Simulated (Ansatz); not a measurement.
One stationary structure of Cu. Computed with r2SCAN (plane waves to 500 eV, PAW, scalar-relativistic; Ansatz, a program for electronic structure).

```xyz
1
Lattice="0.0000 1.7884 1.7884 1.7884 0.0000 1.7884 1.7884 1.7884 0.0000" Properties=species:S:1:pos:R:3 pbc="T T T"
Cu     0.0000     0.0000     0.0000
```

Problem. Determine the symmetry and give the standard cell with its independent sites.

Solution. Space group Fm-3m (No. 225); a = 3.577 Å, b = 3.577 Å, c = 3.577 Å, α = 90.00°, β = 90.00°, γ = 90.00°

| atom | site | symmetry | x | y | z |
|---|---|---|---|---|---|
| Cu | 4a | m-3m | 0.0000 | 0.0000 | 0.0000 |

This is the fcc (Cu type).

Problem. Give the shortest distances between elements (the closest pairs, up to four, under 3.6 Å).

Solution. Cu–Cu 2.53 Å.

```yaml
volume_per_atom: 11.44 Å³
band_gap: zero (metallic)
```

No spin polarisation in the result.

Measured for Cu: a 3.595 Å (static lattice; corrected from measurement; as listed in Gábor I. Csonka et al., Physical Review B (2009)). Computed minus measured — a: r2SCAN -0.5 %. The computed values are for a static lattice.

The run could not lose the symmetry of its start.
